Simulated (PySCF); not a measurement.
# C5H10O (methyl propyl ketone): the cost of one run

The runs use PySCF 2.14.0, with density-fitted response routines of our own; the level of theory stands in each step. All values are computed, except where a source is named. Atoms are numbered from 0 throughout.

## Step 1: Starting geometry

16 atoms, charge 0, multiplicity 1; geometry from: GFN2-xTB. The atoms were then displaced at random by about 0.01 Å, so the start is not that level's minimum.

Bonds of the start (Å): C0–C1 1.50, C1–C2 1.51, C2–C3 1.55, C3–C4 1.47, C3–O5 1.21, C0–H6 1.11, C0–H7 1.08, C0–H8 1.10, C1–H9 1.08, C1–H10 1.09, C2–H11 1.11, C2–H12 1.11, C4–H13 1.10, C4–H14 1.08, C4–H15 1.10.

## Step 2: Optimising the geometry at PBE0-D3(BJ)/def2-SVP

Job settings and geometry (Å):

```
{"job": {"xc": "PBE0", "basis": "def2-SVP", "d3": "d3bj", "grid": 1, "shake": 0.01, "kind": "geom"}, "charge": 0, "multiplicity": 1}
C     -2.369160     0.260470     0.553500
C     -1.241260    -0.477090    -0.094200
C      0.080640     0.229890     0.116430
C      1.288090    -0.510830    -0.515330
C      2.599800     0.136980    -0.335930
O      1.112100    -1.539610    -1.119240
H     -2.466170     1.282720     0.125670
H     -3.311410    -0.233310     0.376420
H     -2.239680     0.386560     1.642200
H     -1.411850    -0.577700    -1.154680
H     -1.183790    -1.482130     0.334230
H      0.311880     0.337090     1.200530
H      0.042020     1.251280    -0.304310
H      2.810660     0.235230     0.742180
H      3.369590    -0.459180    -0.810190
H      2.589500     1.157270    -0.746540
```

The run is started by

```console
$ OMP_NUM_THREADS=1 python probes_run.py task.json out
```

One launch serves the whole session: the jobs run in the order shown.

**Question.** How long does this first job take on 1 thread of INTEL XEON PLATINUM 8581C at 2.10GHz, shared host, and how much memory does it need?

About 50 s, with a peak of 0.52 GiB.
